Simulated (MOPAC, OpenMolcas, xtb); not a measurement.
# How methods differ on CH5OSi (SMILES CO[SiH2])

The species is CH5OSi (8 atoms), meant as a doublet with charge 0. As SMILES, `CO[SiH2]`. The shape is that of a PBE0-D4/def2-TZVP optimisation. This is one conformer, not always the lowest.

```jsonl
{"atom": "C", "x (Å)": "-0.2718", "y (Å)": "1.0808", "z (Å)": "0.3407"}
{"atom": "O", "x (Å)": "-0.1956", "y (Å)": "0.1145", "z (Å)": "-0.6817"}
{"atom": "Si", "x (Å)": "-0.0034", "y (Å)": "-1.4961", "z (Å)": "-0.4079"}
{"atom": "H", "x (Å)": "-0.1130", "y (Å)": "2.0631", "z (Å)": "-0.1069"}
{"atom": "H", "x (Å)": "0.4936", "y (Å)": "0.9188", "z (Å)": "1.1086"}
{"atom": "H", "x (Å)": "-1.2563", "y (Å)": "1.0703", "z (Å)": "0.8193"}
{"atom": "H", "x (Å)": "0.3508", "y (Å)": "-2.0947", "z (Å)": "-1.7236"}
{"atom": "H", "x (Å)": "1.0879", "y (Å)": "-1.7138", "z (Å)": "0.5958"}
```

Each level gives the dipole moment (D). The values are calculated.

```json
{"level": "PM7", "kind": "semi-empirical", "program": "MOPAC", "value (D)": "1.87"}
{"level": "GFN2-xTB", "kind": "semi-empirical", "program": "xtb", "value (D)": "1.23"}
{"level": "GFN0-xTB", "kind": "semi-empirical", "program": "xtb", "value (D)": "2.15"}
{"level": "GFN1-xTB", "kind": "semi-empirical", "program": "xtb", "value (D)": "1.86"}
{"level": "UHF/STO-3G", "kind": "Hartree–Fock", "program": "OpenMolcas", "value (D)": "1.38"}
{"level": "UHF/3-21G", "kind": "Hartree–Fock", "program": "OpenMolcas", "value (D)": "1.73"}
{"level": "UHF/def2-SVP", "kind": "Hartree–Fock", "program": "OpenMolcas", "value (D)": "1.42"}
{"level": "USVWN5/def2-SVPD", "kind": "LDA", "program": "OpenMolcas", "value (D)": "1.25"}
{"level": "UTPSS/def2-TZVP", "kind": "meta-GGA", "program": "OpenMolcas", "value (D)": "1.27"}
{"level": "UB3LYP/6-31G* (spherical functions)", "kind": "global hybrid", "program": "OpenMolcas", "value (D)": "1.29"}
```

The values span 1.23 to 2.15 D. Sets without polarisation functions give poor dipoles. Without the sets that lack polarisation functions the rows with a basis span only 1.25 to 1.42 D.
